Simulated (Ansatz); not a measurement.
## Equilibrium volume per atom of 2H MoS2 at several levels of theory

No measured value is used here.

### Question
Put these levels in order of the equilibrium volume per atom that they give for 2H MoS2, smallest first: HSE06 (Ansatz, an electronic-structure program), LDA (Ansatz), PBE (Ansatz).

### Answer
LDA (16.99 Å³/atom), HSE06 (20.54 Å³/atom), PBE (21.67 Å³/atom)

HSE06, PBE, LDA: the cell comes from a level without a dispersion term, which matters for the spacing of layers, chains or molecules. Cutoffs and k meshes differ between the levels. Ansatz's density-functional and Hartree–Fock values are scalar-relativistic unless marked +SOC, with PAW data made under PBE.
